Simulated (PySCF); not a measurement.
**`C=CC#CCCl` in a uniform electric field**

Compound: C5H5Cl.
Geometry (GFN2-xTB, Å), atoms numbered from 1 in this order:
```xyz
11
C5H5Cl angstrom
C      2.556   -0.114    0.051
C      1.473   -0.094    0.819
C      0.160   -0.017    0.313
C     -0.953    0.046   -0.146
C     -2.306    0.124   -0.622
Cl    -3.466    0.129    0.763
H      2.487   -0.070   -1.023
H      3.544   -0.175    0.475
H      1.546   -0.137    1.899
H     -2.559   -0.740   -1.240
H     -2.475    1.050   -1.175
```

Level: PBE0/def2-SVPD (PySCF); nuclei fixed, core orbitals frozen in the response. Permanent dipole (1.583, -0.024, -1.354) D (1 au = 2.5417 D). Static polarisability (au):

```
x   126.25  -3.33  -0.53
y    -3.33  50.05  -0.45
z    -0.53  -0.45  63.40
```

Only the terms in μ and α are kept: μ(F) = μ + αF and ΔE = −μ·F − ½ F·αF.

Problem. Apply 0.003 au along ±x, ±y and ±z in turn. Tabulate induced and total dipoles and both energy terms.

Solution. 
```tsv
field along	induced x (D)	induced y (D)	induced z (D)	total size (D)	−μ·F (kJ/mol)	−½F·αF (kJ/mol)
+x	0.963	-0.025	-0.004	2.886	-4.905	-1.492
−x	-0.963	0.025	0.004	1.486	+4.905	-1.492
+y	-0.025	0.382	-0.003	2.097	+0.074	-0.591
−y	0.025	-0.382	0.003	2.139	-0.074	-0.591
+z	-0.004	-0.003	0.483	1.803	+4.196	-0.749
−z	0.004	0.003	-0.483	2.428	-4.196	-0.749
```

Problem. For the field (0.0006, -0.0024, 0.0009) au, what is the induced dipole, and what angle does it make with the field?

Solution. αF = (0.212, -0.311, 0.147) D, at 18.9° to the field. The polarisability along this direction, F·αF/F², is 57.15 au, against a mean of 79.90 au.

Problem. Which field along μ doubles the dipole in that direction (linear response)?

Solution. The polarisability along the dipole is 100.26 au, so F = 0.8196 au / 100.26 au = 0.0082 au = 0.42 V/Å; higher-order terms are ignored.

Problem. What field makes μF equal to kT at 100 K?

Solution. kT = 0.3167 × 10⁻³ Eh, so F = 0.000386 au = 1.99 MV/cm.

Problem. Induction energy −ᾱe²/2R⁴ of a unit charge at 15 Å, the molecule taken as a point?

Solution. R = 28.35 bohr, so the energy is −79.9/(2 × 28.35⁴) Eh = -0.162 kJ/mol. The charge–dipole term at its most favourable orientation, −μe/R², is -2.68 kJ/mol.

Geometry: GFN2-xTB; no solvent, vibrations or thermal averaging.

The run behind these numbers computed excited states as well. Rough CPU time on one thread of a shared machine: about 50 s (grids of density and orbitals included).
